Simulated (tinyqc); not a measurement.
CIS on RHF in the sto-3g basis, frozen core, for BH2+, spin multiplicity 1, step by step. One step of it, computed by the program tinyqc.

Question. CIS triplet states. Diagonalise A (1 hartree = 27.211386 eV); each vector has its largest component positive (the first on a tie).

CIS matrix A, triplet (hartree):
```
,2>4,2>5,2>6,2>7,3>4,3>5,3>6,3>7
2>4,0.322708,0.000000,0.020800,0.008729,0.000469,0.000000,-0.045823,0.051984
2>5,0.000000,0.361830,0.000000,0.000000,0.000000,0.000538,0.000000,0.000000
2>6,0.020800,0.000000,0.905636,-0.015102,-0.045823,0.000000,-0.114203,0.012743
2>7,0.008729,0.000000,-0.015102,0.927397,0.051984,0.000000,0.012743,0.117420
3>4,0.000469,0.000000,-0.045823,0.051984,0.171561,0.000000,-0.000974,0.007667
3>5,0.000000,0.000538,0.000000,0.000000,0.000000,0.230748,0.000000,0.000000
3>6,-0.045823,0.000000,-0.114203,0.012743,-0.000974,0.000000,0.726705,0.003677
3>7,0.051984,0.000000,0.012743,0.117420,0.007667,0.000000,0.003677,0.789733
```

Give: triplet excitation energies; lowest vectors.

Answer.

triplet excitation energies (eV): 4.4943  6.2789  8.4849  9.8460  18.3603  19.7317  26.2191  27.3032

lowest vectors:
```
,state 1,state 2,state 3,state 4,state 5,state 6
2>4,-0.0027,0.0000,0.9882,0.0000,-0.0961,0.0856
2>5,0.0000,-0.0041,0.0000,1.0000,0.0000,0.0000
2>6,0.0628,0.0000,-0.0115,0.0000,0.4436,-0.0613
2>7,-0.0668,0.0000,0.0041,0.0000,0.0154,-0.5016
3>4,0.9957,0.0000,0.0019,0.0000,-0.0413,-0.0303
3>5,0.0000,1.0000,0.0000,0.0041,0.0000,0.0000
3>6,0.0158,0.0000,0.1068,0.0000,0.8887,0.0924
3>7,-0.0008,0.0000,-0.1091,0.0000,-0.0471,0.8532
```
